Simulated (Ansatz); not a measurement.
```yaml
crystal:
  periodic: [false, false, false]
  atoms:
    - {symbol: S, position_ang: [0.621346, 0.172261, 1.549076]}
    - {symbol: S, position_ang: [0.183376, 0.979499, -0.291107]}
    - {symbol: S, position_ang: [-0.678588, -0.477833, -1.458495]}
    - {symbol: H, position_ang: [1.830950, -0.348293, 1.256525]}
    - {symbol: H, position_ang: [-1.957084, -0.325635, -1.056009]}
basis:
  gaussian: {orbitals: def2-mTZVP}
hamiltonian: {xc: {name: B3LYP}, dispersion: d3bj}
scf: {omitted_lower_state_checks: [starts]}
output: {forces: true}
```

```sh
$ ansatz run in.yaml --threads 4 --pin off --events-out ev --progress --plain --max-ram 3916MiB
```

It prints (some lines left out):

```
Functional definition: B3LYP
650 factors; integrals over basis functions are off by at most 8.4e-4 eV
mean field evaluation 1: about -32539.9222 eV, gradient 1.2e1 eV
mean field evaluation 2: about -32540.0571 eV, gradient 1.1e1 eV
mean field evaluation 4: about -32540.3423 eV, gradient 8.4e-1 eV
mean field evaluation 8: about -32540.4885 eV, gradient 5.9e-2 eV
mean field -32540.48847571 eV, -1195.8408947472 hartree, gradient 6.5e-5 eV, S^2 0.000000; 0 other end points of the search recorded, 0 dependent functions left out
reference -32540.48869723 eV, -1195.8409028878 hartree; 25, 25 occupied and 47, 47 virtual orbitals, 650 factors
Total energy: -32540.75460533 eV, -1195.8506748301 hartree
Atom 0 at     0.621346     0.172261     1.549076 Å, force    -0.037769    -0.221814     0.735175 eV/Å
Atom 1 at     0.183376     0.979499    -0.291107 Å, force     0.171987     0.910366    -0.269989 eV/Å
Atom 2 at    -0.678588    -0.477833    -1.458495 Å, force    -0.112866    -0.573911    -0.497749 eV/Å
Atom 3 at     1.830950    -0.348293     1.256525 Å, force     0.220612    -0.112218    -0.024436 eV/Å
Atom 4 at    -1.957084    -0.325635    -1.056009 Å, force    -0.241964    -0.002423     0.056999 eV/Å
Dipole moment:    -0.024540    -0.131048     0.038873 e Å
Checks for a lower state left out: starts
```

Hardware: 4 threads of Intel Xeon on a shared host. Wall time 2.5 s.

B3LYP takes the VWN-RPA correlation.
